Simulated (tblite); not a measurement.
Species: C4H11OP.
Numbering: `[CH3:1][CH2:2][P:3]([CH3:4])([CH3:5])=[O:6]` (hydrogens: H7, H8, H9 on C1; H10, H11 on C2; H12, H13, H14 on C4; H15, H16, H17 on C5)

Computed with GFN2-xTB (tblite), gas phase: L-BFGS steps from a force-field or distance-geometry start until the largest atomic force falls under 0.01 eV/Å.

Step 60: E = -566.2220 eV
```
atom  x, y, z in Å  |  force x, y, z in eV/Å
C1      2.2418   -0.5509   -0.1264   -0.021  -0.017   0.019
C2      1.0176   -0.1561    0.6862   -0.010   0.012  -0.026
P3     -0.3698    0.3012   -0.4524   -0.012   0.030  -0.029
C4     -1.5116   -1.1366   -0.4858   -0.025  -0.016  -0.012
C5     -1.3130    1.6174    0.4106    0.003   0.025   0.003
O6      0.0721    0.7140   -1.7894    0.055   0.015  -0.070
H7      2.0452   -1.4450   -0.7137   -0.045  -0.020   0.000
H8      3.0899   -0.7470    0.5279    0.009   0.030  -0.026
H9      2.4969    0.2477   -0.8217   -0.015  -0.032   0.066
H10     1.2435    0.7135    1.3088   -0.003  -0.021  -0.015
H11     0.6908   -0.9707    1.3346    0.042   0.036   0.035
H12    -0.9495   -2.0563   -0.6312    0.034   0.014   0.002
H13    -2.1672   -0.9972   -1.3426   -0.029   0.012   0.002
H14    -2.1005   -1.2016    0.4238    0.026  -0.043   0.018
H15    -1.5191    1.3791    1.4493   -0.007  -0.013  -0.009
H16    -0.7294    2.5336    0.3435    0.011  -0.005   0.030
H17    -2.2448    1.7670   -0.1317   -0.013  -0.008   0.013
```

Step 61: E = -566.2232 eV
```
atom  x, y, z in Å  |  force x, y, z in eV/Å
C1      2.2372   -0.5530   -0.1266   -0.024  -0.028   0.018
C2      1.0155   -0.1531    0.6867   -0.024   0.007  -0.033
P3     -0.3692    0.3031   -0.4549    0.001   0.032  -0.045
C4     -1.5066   -1.1383   -0.4870   -0.012   0.003  -0.014
C5     -1.3139    1.6165    0.4113    0.011   0.019  -0.020
O6      0.0770    0.7180   -1.7903    0.033   0.009  -0.051
H7      2.0428   -1.4516   -0.7076   -0.059  -0.025   0.004
H8      3.0874   -0.7425    0.5257    0.028   0.030  -0.015
H9      2.4870    0.2408   -0.8289   -0.006  -0.020   0.063
H10     1.2455    0.7183    1.3055   -0.011  -0.032  -0.012
H11     0.6820   -0.9646    1.3364    0.069   0.048   0.033
H12    -0.9441   -2.0576   -0.6338    0.037   0.020   0.007
H13    -2.1655   -1.0006   -1.3409   -0.043   0.013  -0.006
H14    -2.0900   -1.2006    0.4261    0.013  -0.056   0.018
H15    -1.5245    1.3695    1.4460   -0.014  -0.015   0.021
H16    -0.7253    2.5294    0.3545    0.025   0.015   0.032
H17    -2.2424    1.7782   -0.1324   -0.024  -0.020   0.000
```

Step 62: E = -566.2245 eV
```
atom  x, y, z in Å  |  force x, y, z in eV/Å
C1      2.2316   -0.5558   -0.1263   -0.018  -0.034   0.009
C2      1.0125   -0.1494    0.6867   -0.033  -0.001  -0.033
P3     -0.3684    0.3060   -0.4592    0.012   0.025  -0.054
C4     -1.5013   -1.1401   -0.4885    0.005   0.025  -0.015
C5     -1.3145    1.6154    0.4115    0.013   0.008  -0.031
O6      0.0827    0.7231   -1.7928    0.005  -0.001  -0.020
H7      2.0382   -1.4590   -0.7004   -0.066  -0.029   0.011
H8      3.0852   -0.7371    0.5230    0.039   0.022   0.001
H9      2.4762    0.2328   -0.8354    0.005  -0.004   0.048
H10     1.2465    0.7235    1.3016   -0.014  -0.030  -0.010
H11     0.6734   -0.9566    1.3392    0.082   0.051   0.032
H12    -0.9376   -2.0586   -0.6368    0.036   0.029   0.005
H13    -2.1647   -1.0040   -1.3388   -0.054   0.008  -0.007
H14    -2.0776   -1.2006    0.4293    0.003  -0.064   0.008
H15    -1.5296    1.3581    1.4424   -0.019  -0.015   0.034
H16    -0.7199    2.5243    0.3673    0.035   0.038   0.032
H17    -2.2398    1.7900   -0.1328   -0.029  -0.028  -0.010
```

Problem. Estimate the geometry and energy of step 63. (The exact step hangs on the optimiser's Hessian estimate; all steps are aligned on step 62, rigid shifts and turns removed.)

Solution. E = -566.2263 eV, largest force 0.092 eV/Å
```
atom  x, y, z in Å  |  force x, y, z in eV/Å
C1      2.2244   -0.5606   -0.1255   -0.002  -0.036  -0.009
C2      1.0083   -0.1445    0.6857   -0.029  -0.011  -0.026
P3     -0.3677    0.3106   -0.4656    0.017   0.010  -0.048
C4     -1.4948   -1.1413   -0.4906    0.021   0.044  -0.019
C5     -1.3154    1.6143    0.4117    0.010   0.007  -0.033
O6      0.0887    0.7315   -1.7969   -0.028  -0.017   0.018
H7      2.0311   -1.4710   -0.6889   -0.064  -0.019   0.026
H8      3.0838   -0.7291    0.5190    0.033   0.007   0.019
H9      2.4622    0.2206   -0.8440    0.015   0.011   0.018
H10     1.2464    0.7302    1.2962   -0.011  -0.019  -0.011
H11     0.6655   -0.9456    1.3432    0.075   0.043   0.032
H12    -0.9268   -2.0572   -0.6402    0.030   0.036  -0.003
H13    -2.1646   -1.0091   -1.3363   -0.058   0.000  -0.001
H14    -2.0619   -1.2026    0.4332   -0.003  -0.063  -0.011
H15    -1.5379    1.3422    1.4375   -0.021  -0.009   0.027
H16    -0.7119    2.5177    0.3858    0.030   0.053   0.032
H17    -2.2364    1.8059   -0.1345   -0.016  -0.037  -0.011
```

The energy changes by -0.0018 eV. The first-order estimate −F·Δx gives -0.0025 eV and the mean of the old and new forces, exact on a quadratic surface, -0.0018 eV. The step makes an angle of 78° with the force vector and moves no atom by more than 0.021 Å.

The cost below is that of the whole relaxation. On an Arm Neoverse N1 with one thread, no GPU, shared host with 64 logical CPUs at a one-minute load of 54, this took 1.2 s of wall time.
